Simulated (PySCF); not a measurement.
Level of theory: PBE-D3(BJ)/def2-TZVP // B3LYP-D3(BJ)/def2-TZVP run with PySCF 2.14.0. Isolated molecules, 0 K electronic values unless said otherwise. Excitations are Tamm–Dancoff values on a coarser integration grid. The basis has no diffuse functions, so Rydberg states are missing or too high.

Reference species (SMILES): `BF` (neutral, multiplicity 1).

```
Quantity            Value
---------------  --------
S1–T1 gap (TDA)   0.65 eV
LUMO             -2.23 eV
```

Changed species: `B(F)(F)F` (0 of 3 F replaced by H; the reference has 2 of 3 F replaced by H).

### Question
Give the shifts of the S1–T1 gap (TDA) and LUMO.

### Answer
the S1–T1 gap (TDA) falls by 0.39 eV, to 0.26 eV; the LUMO rises by 1.84 eV, to -0.39 eV.
